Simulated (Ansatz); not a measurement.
## Molecular dynamics, step by step

CH4Si2 (SMILES [SiH2]=C=[SiH2]), closed shell, PBE0-D4/def2-SVP (Ansatz 0.2.0). Settings (timestep in fs, temperature in K; T counts 15 degrees of freedom):

```yaml
hamiltonian: {xc: pbe0, dispersion: d4}
md: {n_steps: 40, timestep: 0.25, temperature: 200, ensemble: nve, seed: 123, initial_velocities: maxwell_boltzmann}
```

Start (the SMILES describes the start alone):

Si1  (-1.316, 0.367, -0.873)
C2  (0.402, 0.172, -0.548)
Si3  (1.336, -0.360, 0.845)
H4  (-2.608, 0.162, -0.180)
H5  (-1.713, 0.876, -2.195)
H6  (1.097, -0.817, 2.233)
H7  (2.801, -0.401, 0.718)
(Å)

```tsv
step	time (fs)	potential energy less the start (meV)	kinetic energy (meV)	T (K)
0	0.00	0.0	129.3	200
2	0.50	2.6	126.7	196
4	1.00	6.1	123.2	191
6	1.50	10.6	118.7	184
8	2.00	16.0	113.3	175
10	2.50	22.0	107.3	166
12	3.00	28.4	100.9	156
14	3.50	34.7	94.6	146
16	4.00	40.5	88.8	137
18	4.50	45.4	83.9	130
20	5.00	48.9	80.4	124
22	5.50	50.5	78.8	122
24	6.00	49.5	79.8	124
26	6.50	45.6	83.8	130
28	7.00	38.4	90.9	141
30	7.50	28.0	101.3	157
32	8.00	14.7	114.6	177
34	8.50	-0.9	130.2	201
36	9.00	-18.0	147.3	228
38	9.50	-35.6	164.8	255
40	10.00	-52.6	181.9	281
```

Step 4, positions (Å) and forces (eV/Å):

```
atom       x       y       z      Fx      Fy      Fz
 Si1  -1.316   0.367  -0.874   1.625  -0.225   0.535
  C2   0.399   0.176  -0.550  -0.516  -0.386   1.098
 Si3   1.337  -0.361   0.844  -1.022   0.520  -1.294
  H4  -2.622   0.163  -0.172   0.010  -0.175   0.334
  H5  -1.693   0.870  -2.192  -0.148   0.246  -0.589
  H6   1.114  -0.810   2.256  -0.434   0.021   0.113
  H7   2.801  -0.405   0.737   0.485   0.000  -0.197
```

Step 24, positions (Å) and forces (eV/Å):

| atom | x | y | z | Fx | Fy | Fz |
| --- | --- | --- | --- | --- | --- | --- |
| Si1 | -1.310 | 0.364 | -0.872 | 0.316 | 0.005 | 0.144 |
| C2 | 0.381 | 0.191 | -0.545 | 0.322 | -0.646 | 1.394 |
| Si3 | 1.334 | -0.365 | 0.836 | -0.422 | 0.428 | -0.253 |
| H4 | -2.649 | 0.151 | -0.113 | 0.721 | -0.016 | -0.295 |
| H5 | -1.622 | 0.869 | -2.252 | -0.220 | -0.023 | 0.217 |
| H6 | 1.137 | -0.761 | 2.338 | -0.398 | 0.252 | -0.836 |
| H7 | 2.846 | -0.423 | 0.794 | -0.317 | 0.000 | -0.371 |

Step 36, positions (Å) and forces (eV/Å):

| atom | x | y | z | Fx | Fy | Fz |
| --- | --- | --- | --- | --- | --- | --- |
| Si1 | -1.304 | 0.362 | -0.870 | 0.489 | 0.258 | -0.558 |
| C2 | 0.373 | 0.195 | -0.529 | 0.482 | -0.637 | 1.209 |
| Si3 | 1.330 | -0.366 | 0.829 | -0.111 | 0.553 | -0.440 |
| H4 | -2.594 | 0.140 | -0.101 | 0.234 | -0.086 | -0.150 |
| H5 | -1.606 | 0.873 | -2.284 | -0.207 | -0.168 | 0.700 |
| H6 | 1.103 | -0.705 | 2.307 | -0.368 | 0.133 | -0.417 |
| H7 | 2.855 | -0.434 | 0.788 | -0.519 | -0.054 | -0.344 |

Last step (40):

Si1  (-1.302, 0.361, -0.869)
C2  (0.370, 0.195, -0.522)
Si3  (1.329, -0.366, 0.827)
H4  (-2.569, 0.135, -0.101)
H5  (-1.604, 0.872, -2.282)
H6  (1.085, -0.684, 2.286)
H7  (2.848, -0.439, 0.779)
(Å)

The run took about 39 s on 2 CPU threads of an Arm Neoverse V2 (shared host).
